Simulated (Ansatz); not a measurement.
`CC1(C)C=N1` and `CC1(F)C=N1` differ in one atom or group.

Ansatz, PBE0-D4/def2-TZVP geometries, multiplicity 1. 

| property | `CC1(C)C=N1` |
| --- | --- |
| size of the dipole moment (ωB97M-V/def2-TZVPP) / D | 2.19 |
| LUMO energy (B3LYP/def2-TZVPP) / eV | -0.72 |
| HOMO energy (PBE0/def2-TZVPP) / eV | -7.33 |
| HOMO–LUMO gap (ωB97M-V/def2-TZVPP) / eV | 11.43 |
| LUMO energy (ωB97M-V/def2-TZVPP) / eV | 1.84 |
| size of the dipole moment (PBE/def2-TZVPP) / D | 2.08 |

Give the same properties after the change, and the shifts. (An estimate is asked.)

The calculation gave: 
```json
{"property": "size of the dipole moment (ωB97M-V/def2-TZVPP) / D", "`CC1(F)C=N1`": "2.69", "shift": "0.50"}
{"property": "LUMO energy (B3LYP/def2-TZVPP) / eV", "`CC1(F)C=N1`": "-1.24", "shift": "-0.52"}
{"property": "HOMO energy (PBE0/def2-TZVPP) / eV", "`CC1(F)C=N1`": "-7.88", "shift": "-0.55"}
{"property": "HOMO–LUMO gap (ωB97M-V/def2-TZVPP) / eV", "`CC1(F)C=N1`": "11.57", "shift": "0.14"}
{"property": "LUMO energy (ωB97M-V/def2-TZVPP) / eV", "`CC1(F)C=N1`": "1.37", "shift": "-0.47"}
{"property": "size of the dipole moment (PBE/def2-TZVPP) / D", "`CC1(F)C=N1`": "2.53", "shift": "0.45"}
```

Dipoles are sizes alone; their direction can turn.

B3LYP here is the variant with VWN-RPA as its local correlation; programs differ in this.
